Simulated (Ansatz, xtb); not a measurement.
# A geometry optimisation of BH4Si− with r2SCAN-D4/def2-SVPD

The starting geometry of this gas-phase singlet has its atoms placed at random.

```tsv
atom	x (Å)	y (Å)	z (Å)
B	-1.9709	0.1642	0.2266
Si	0.1372	0.3455	-0.5525
H	-0.2163	0.9212	-1.9907
H	0.9155	-0.1036	0.6078
H	-1.0551	-0.8264	-0.7912
H	0.1554	-0.1885	-1.7065
```

One run relaxed it with r2SCAN-D4/def2-SVPD. What is a likely outcome?

It ends as a structure given below by its coordinates. Distances that change by over a tenth: Si2–H6 (1.27 → 1.55 Å). Contacts that open: Si2–H5 (1.69 → 2.67 Å). Contacts that close: B1–Si2 (2.25 → 2.03 Å), B1–H5 (1.69 → 1.24 Å).

The energy falls by 6.05 eV over 14 steps:

```tsv
step	E − E(last) (eV)
1	6.050
2	3.822
4	1.513
5	0.899
7	0.185
8	0.049
10	0.005
11	0.001
13	0.000
14	0.000
```

Final geometry (Å):

```xyz
6

B    -1.7492   -0.1426    0.0985
Si    0.0942    0.1321   -0.6950
H    -0.1096    1.4019   -1.5110
H     1.1978    0.5273    0.2695
H    -2.3789   -0.8668   -0.6887
H     0.9114   -0.7395   -1.6798
```

From the same start GFN2-xTB ends elsewhere, differing in Si2–H3 (1.85 against 1.52 Å here).

From so rough a start the end depends on the optimiser's path, so another program may land elsewhere. The end wasn't checked by frequencies. Run with Ansatz 0.2.0, 30 s on 1 thread of Arm Neoverse V2 (shared host).
